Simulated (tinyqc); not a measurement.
UHF in the sto-6g basis, for H2O, spin multiplicity 1, step by step (part 2 of 2). Computed by tinyqc, a small Python program that keeps every step (integrals from PySCF). Command: `OMP_NUM_THREADS=1 python tinyqc.py 25405 25406 out.jsonl` (the two numbers bound the seeds that draw the settings). One thread of a shared host (Intel(R) Xeon(R) Processor @ 2.60GHz), about 0.2 s of CPU time with the checks.

Geometry (angstrom):
```
atom         x          y         z
O     0.000000   0.000000  0.000000
H     0.000000   0.751000  0.712000
H     0.000000  -0.751000  0.712000
```

## Iteration 2: building the Fock matrix

D(alpha) after iteration 1:
```
            1O 1s      1O 2s     1O 2px     1O 2py     1O 2pz      2H 1s      3H 1s
1O 1s    1.061048  -0.278399   0.021148   0.000000  -0.009629   0.034951   0.034951
1O 2s   -0.278399   1.289953  -0.202499   0.000000   0.067105  -0.212081  -0.212081
1O 2px   0.021148  -0.202499   0.849155   0.000000  -0.153967   0.275480   0.275480
1O 2py   0.000000   0.000000   0.000000   0.899498   0.000000  -0.023731   0.023731
1O 2pz  -0.009629   0.067105  -0.153967   0.000000   0.951739  -0.055922  -0.055922
2H 1s    0.034951  -0.212081   0.275480  -0.023731  -0.055922   0.239286   0.070413
3H 1s    0.034951  -0.212081   0.275480   0.023731  -0.055922   0.070413   0.239286
```

D(beta) after iteration 1:
```
            1O 1s      1O 2s     1O 2px     1O 2py     1O 2pz      2H 1s      3H 1s
1O 1s    1.061048  -0.278399  -0.021148   0.000000  -0.009629   0.034951   0.034951
1O 2s   -0.278399   1.289953   0.202499   0.000000   0.067105  -0.212081  -0.212081
1O 2px  -0.021148   0.202499   0.849155   0.000000   0.153967  -0.275480  -0.275480
1O 2py   0.000000   0.000000   0.000000   0.899498   0.000000  -0.023731   0.023731
1O 2pz  -0.009629   0.067105   0.153967   0.000000   0.951739  -0.055922  -0.055922
2H 1s    0.034951  -0.212081  -0.275480  -0.023731  -0.055922   0.239286   0.070413
3H 1s    0.034951  -0.212081  -0.275480   0.023731  -0.055922   0.070413   0.239286
```

core Hamiltonian H = T + V (hartree):
```
             1O 1s      1O 2s     1O 2px     1O 2py     1O 2pz      2H 1s      3H 1s
1O 1s   -32.953816  -7.283697   0.000000   0.000000  -0.019334  -1.471537  -1.471537
1O 2s    -7.283697  -9.171892   0.000000   0.000000  -0.220350  -3.276142  -3.276142
1O 2px    0.000000   0.000000  -7.412862   0.000000   0.000000   0.000000   0.000000
1O 2py    0.000000   0.000000   0.000000  -7.523346   0.000000  -1.685181   1.685181
1O 2pz   -0.019334  -0.220350   0.000000   0.000000  -7.512169  -1.671057  -1.671057
2H 1s    -1.471537  -3.276142   0.000000  -1.685181  -1.671057  -4.803086  -1.529573
3H 1s    -1.471537  -3.276142   0.000000   1.685181  -1.671057  -1.529573  -4.803086
```

nuclear repulsion = 8.53390166 hartree

Given earlier and not repeated: Two-electron integrals (ij|kl) in chemists' order.

J_ij = sum D_kl (ij|kl) with D = D(alpha) + D(beta), K_ij = sum D_kl (ik|jl) for each spin; F = H + J - K(s); E = tr D H + tr D J / 2 - 0.5 sum_s tr D(s) K(s) + E_nn.

Coulomb J (hartree):
```
            1O 1s     1O 2s    1O 2px     1O 2py    1O 2pz     2H 1s      3H 1s
1O 1s   18.170945  3.252756  0.000000   0.000000  0.005709  0.671189   0.671189
1O 2s    3.252756  8.532318  0.000000   0.000000  0.045651  2.973181   2.973181
1O 2px   0.000000  0.000000  8.516204   0.000000  0.000000  0.000000   0.000000
1O 2py   0.000000  0.000000  0.000000   8.536874  0.000000  1.668514  -1.668514
1O 2pz   0.005709  0.045651  0.000000   0.000000  8.543873  1.598607   1.598607
2H 1s    0.671189  2.973181  0.000000   1.668514  1.598607  4.849187   1.389726
3H 1s    0.671189  2.973181  0.000000  -1.668514  1.598607  1.389726   4.849187
```

exchange K(alpha) (hartree):
```
            1O 1s      1O 2s     1O 2px     1O 2py     1O 2pz     2H 1s      3H 1s
1O 1s    4.931751   0.779922  -0.001867   0.000000   0.001332  0.172366   0.172366
1O 2s    0.779922   1.363432  -0.011557   0.000000  -0.004223  0.448330   0.448330
1O 2px  -0.001867  -0.011557   1.041755   0.000000  -0.042491  0.081031   0.081031
1O 2py   0.000000   0.000000   0.000000   1.077018   0.000000  0.218351  -0.218351
1O 2pz   0.001332  -0.004223  -0.042491   0.000000   1.109461  0.211155   0.211155
2H 1s    0.172366   0.448330   0.081031   0.218351   0.211155  0.368105   0.173317
3H 1s    0.172366   0.448330   0.081031  -0.218351   0.211155  0.173317   0.368105
```

exchange K(beta) (hartree):
```
           1O 1s      1O 2s     1O 2px     1O 2py     1O 2pz      2H 1s      3H 1s
1O 1s   4.931751   0.779922   0.001867   0.000000   0.001332   0.172366   0.172366
1O 2s   0.779922   1.363432   0.011557   0.000000  -0.004223   0.448330   0.448330
1O 2px  0.001867   0.011557   1.041755   0.000000   0.042491  -0.081031  -0.081031
1O 2py  0.000000   0.000000   0.000000   1.077018   0.000000   0.218351  -0.218351
1O 2pz  0.001332  -0.004223   0.042491   0.000000   1.109461   0.211155   0.211155
2H 1s   0.172366   0.448330  -0.081031   0.218351   0.211155   0.368105   0.173317
3H 1s   0.172366   0.448330  -0.081031  -0.218351   0.211155   0.173317   0.368105
```

F(alpha) (hartree):
```
             1O 1s      1O 2s     1O 2px     1O 2py     1O 2pz      2H 1s      3H 1s
1O 1s   -19.714622  -4.810864   0.001867   0.000000  -0.014957  -0.972715  -0.972715
1O 2s    -4.810864  -2.003005   0.011557   0.000000  -0.170476  -0.751291  -0.751291
1O 2px    0.001867   0.011557   0.061587   0.000000   0.042491  -0.081031  -0.081031
1O 2py    0.000000   0.000000   0.000000  -0.063490   0.000000  -0.235017   0.235017
1O 2pz   -0.014957  -0.170476   0.042491   0.000000  -0.077758  -0.283604  -0.283604
2H 1s    -0.972715  -0.751291  -0.081031  -0.235017  -0.283604  -0.322004  -0.313164
3H 1s    -0.972715  -0.751291  -0.081031   0.235017  -0.283604  -0.313164  -0.322004
```

F(beta) (hartree):
```
             1O 1s      1O 2s     1O 2px     1O 2py     1O 2pz      2H 1s      3H 1s
1O 1s   -19.714622  -4.810864  -0.001867   0.000000  -0.014957  -0.972715  -0.972715
1O 2s    -4.810864  -2.003005  -0.011557   0.000000  -0.170476  -0.751291  -0.751291
1O 2px   -0.001867  -0.011557   0.061587   0.000000  -0.042491   0.081031   0.081031
1O 2py    0.000000   0.000000   0.000000  -0.063490   0.000000  -0.235017   0.235017
1O 2pz   -0.014957  -0.170476  -0.042491   0.000000  -0.077758  -0.283604  -0.283604
2H 1s    -0.972715  -0.751291   0.081031  -0.235017  -0.283604  -0.322004  -0.313164
3H 1s    -0.972715  -0.751291   0.081031   0.235017  -0.283604  -0.313164  -0.322004
```

total energy of this density = -74.49767591 hartree

This density is a damped mixture and is not idempotent.

## Iteration 2: diagonalisation and new density

X:
```
                1          2          3         4          5          6         7
1O 1s   -0.308847   0.000000   0.746751  0.000000   0.623957   0.000000  0.148920
1O 2s    1.085802   0.000000  -0.325895  0.000000   0.334882   0.000000  0.411910
1O 2px   0.000000   0.000000   0.000000  1.000000   0.000000   0.000000  0.000000
1O 2py   0.000000   0.842495   0.000000  0.000000   0.000000   0.722618  0.000000
1O 2pz   0.568304   0.000000   0.651256  0.000000  -0.609009   0.000000  0.218785
2H 1s   -0.686759  -0.833471  -0.156080  0.000000  -0.127551   0.365221  0.382664
3H 1s   -0.686759   0.833471  -0.156080  0.000000  -0.127551  -0.365221  0.382664
```

overlap S:
```
           1O 1s     1O 2s    1O 2px     1O 2py    1O 2pz     2H 1s      3H 1s
1O 1s   1.000000  0.231145  0.000000   0.000000  0.000000  0.046374   0.046374
1O 2s   0.231145  1.000000  0.000000   0.000000  0.000000  0.427394   0.427394
1O 2px  0.000000  0.000000  1.000000   0.000000  0.000000  0.000000   0.000000
1O 2py  0.000000  0.000000  0.000000   1.000000  0.000000  0.264642  -0.264642
1O 2pz  0.000000  0.000000  0.000000   0.000000  1.000000  0.250899   0.250899
2H 1s   0.046374  0.427394  0.000000   0.264642  0.250899  1.000000   0.256108
3H 1s   0.046374  0.427394  0.000000  -0.264642  0.250899  0.256108   1.000000
```

Diagonalise F' = X^T F X, C = X C', fill 5 alpha and 5 beta electrons from the bottom; D(s) = C_occ C_occ^T; the new density keeps 0.7 of the old one (damping). Each column has its largest component positive (the first on a tie).

F' = X^T F X (alpha) (hartree):
```
          1         2          3          4          5          6          7
1  0.013625  0.000000   1.739616   0.147417   1.411425   0.000000   0.280023
2  0.000000  0.602765   0.000000   0.000000   0.000000   0.105194   0.000000
3  1.739616  0.000000  -8.454938   0.050595  -8.872742   0.000000  -3.491194
4  0.147417  0.000000   0.050595   0.061587  -0.000171   0.000000  -0.047681
5  1.411425  0.000000  -8.872742  -0.000171  -9.529139   0.000000  -3.875741
6  0.000000  0.105194   0.000000   0.000000   0.000000  -0.283610   0.000000
7  0.280023  0.000000  -3.491194  -0.047681  -3.875741   0.000000  -2.379102
```

orbital energies (alpha) (hartree): MO1 -19.718657, MO2 -0.957808, MO3 -0.295924, MO4 -0.173196, MO5 0.014943, MO6 0.546752, MO7 0.615079

coefficients C (alpha):
```
              MO1        MO2        MO3        MO4        MO5        MO6        MO7
1O 1s    0.996208  -0.220166   0.000000  -0.120261   0.012369  -0.094887   0.000000
1O 2s    0.017408   0.835489   0.000000   0.642332  -0.115141   0.665429   0.000000
1O 2px  -0.000140   0.008767   0.000000  -0.167821   0.934851   0.312752   0.000000
1O 2py   0.000000   0.000000   0.619771   0.000000   0.000000   0.000000   0.920793
1O 2pz   0.002640   0.173184   0.000000  -0.636182  -0.373203   0.769320   0.000000
2H 1s   -0.003642   0.157597   0.459643  -0.365503   0.163148  -0.688214  -0.785359
3H 1s   -0.003642   0.157597  -0.459643  -0.365503   0.163148  -0.688214   0.785359
```

F' = X^T F X (beta) (hartree):
```
           1         2          3          4          5          6          7
1   0.013625  0.000000   1.739616  -0.147417   1.411425   0.000000   0.280023
2   0.000000  0.602765   0.000000   0.000000   0.000000   0.105194   0.000000
3   1.739616  0.000000  -8.454938  -0.050595  -8.872742   0.000000  -3.491194
4  -0.147417  0.000000  -0.050595   0.061587   0.000171   0.000000   0.047681
5   1.411425  0.000000  -8.872742   0.000171  -9.529139   0.000000  -3.875741
6   0.000000  0.105194   0.000000   0.000000   0.000000  -0.283610   0.000000
7   0.280023  0.000000  -3.491194   0.047681  -3.875741   0.000000  -2.379102
```

orbital energies (beta) (hartree): MO1 -19.718657, MO2 -0.957808, MO3 -0.295924, MO4 -0.173196, MO5 0.014943, MO6 0.546752, MO7 0.615079

coefficients C (beta):
```
              MO1        MO2        MO3        MO4        MO5        MO6        MO7
1O 1s    0.996208  -0.220166   0.000000  -0.120261  -0.012369  -0.094887   0.000000
1O 2s    0.017408   0.835489   0.000000   0.642332   0.115141   0.665429   0.000000
1O 2px   0.000140  -0.008767   0.000000   0.167821   0.934851  -0.312752   0.000000
1O 2py   0.000000   0.000000   0.619771   0.000000   0.000000   0.000000   0.920793
1O 2pz   0.002640   0.173184   0.000000  -0.636182   0.373203   0.769320   0.000000
2H 1s   -0.003642   0.157597   0.459643  -0.365503  -0.163148  -0.688214  -0.785359
3H 1s   -0.003642   0.157597  -0.459643  -0.365503  -0.163148  -0.688214   0.785359
```

D(alpha) after iteration 2:
```
            1O 1s      1O 2s     1O 2px     1O 2py     1O 2pz      2H 1s      3H 1s
1O 1s    1.059389  -0.268462   0.023706   0.000000   0.004177   0.026760   0.026760
1O 2s   -0.268462   1.240225  -0.204184   0.000000  -0.019306  -0.185042  -0.185042
1O 2px   0.023706  -0.204184   0.865064   0.000000  -0.179959   0.257408   0.257408
1O 2py   0.000000   0.000000   0.000000   0.744883   0.000000   0.068850  -0.068850
1O 2pz   0.004177  -0.019306  -0.179959   0.000000   0.838420   0.020532   0.020532
2H 1s    0.026760  -0.185042   0.257408   0.068850   0.020532   0.286399   0.041425
3H 1s    0.026760  -0.185042   0.257408  -0.068850   0.020532   0.041425   0.286399
```

D(beta) after iteration 2:
```
            1O 1s      1O 2s     1O 2px     1O 2py     1O 2pz      2H 1s      3H 1s
1O 1s    1.059389  -0.268462  -0.023706   0.000000   0.004177   0.026760   0.026760
1O 2s   -0.268462   1.240225   0.204184   0.000000  -0.019306  -0.185042  -0.185042
1O 2px  -0.023706   0.204184   0.865064   0.000000   0.179959  -0.257408  -0.257408
1O 2py   0.000000   0.000000   0.000000   0.744883   0.000000   0.068850  -0.068850
1O 2pz   0.004177  -0.019306   0.179959   0.000000   0.838420   0.020532   0.020532
2H 1s    0.026760  -0.185042  -0.257408   0.068850   0.020532   0.286399   0.041425
3H 1s    0.026760  -0.185042  -0.257408  -0.068850   0.020532   0.041425   0.286399
```

## Convergence

Stop when the energy changes by less than 1e-10 hartree and every element of the error matrix X^T (F D S - S D F) X (for each spin) is below 3e-06.

Course of the cycle:
```
iteration   E (hartree)     change  largest element of the error matrix
1          -74.10003521          -                             3.97e-01
2          -74.49767591  -3.98e-01                             3.06e-01
3          -74.80231117  -3.05e-01                             2.26e-01
4          -75.03261534  -2.30e-01                             1.72e-01
5          -75.19883020  -1.66e-01                             1.22e-01
6          -75.32348963  -1.25e-01                             8.71e-02
7          -75.41963861  -9.61e-02                             6.19e-02
8          -75.49203984  -7.24e-02                             4.38e-02
9          -75.54515622  -5.31e-02                             3.09e-02
10         -75.58337996  -3.82e-02                             2.18e-02
11         -75.61052198  -2.71e-02                             1.53e-02
12         -75.62971146  -1.92e-02                             1.07e-02
13         -75.64323696  -1.35e-02                             7.52e-03
14         -75.65275013  -9.51e-03                             5.27e-03
...                 ...        ...                                  ...
47         -75.67509062  -7.44e-08                             4.09e-08
48         -75.67509067  -5.20e-08                             2.86e-08
49         -75.67509071  -3.64e-08                             2.00e-08
50         -75.67509073  -2.55e-08                             1.40e-08
51         -75.67509075  -1.79e-08                             9.81e-09
52         -75.67509076  -1.25e-08                             6.87e-09
53         -75.67509077  -8.75e-09                             4.81e-09
54         -75.67509078  -6.12e-09                             3.37e-09
55         -75.67509078  -4.29e-09                             2.36e-09
56         -75.67509078  -3.00e-09                             1.65e-09
57         -75.67509078  -2.10e-09                             1.15e-09
58         -75.67509079  -1.47e-09                             8.08e-10
59         -75.67509079  -1.03e-09                             5.66e-10
60         -75.67509079  -7.20e-10                             3.96e-10
```

PySCF UHF in the same basis, after a stability check = -75.67509079 hartree

Not converged within the cap of 60 iterations: the residual falls steadily but slowly, by a factor of about 0.70 a step. Reruns (cap 100 unless said): DIIS 8: converged in 11; damping 0.5: converged in 61; level shift 0.5: converged in 47; atomic densities as start, DIIS 8: converged in 8; the original settings with a cap of 400: converged in 66.
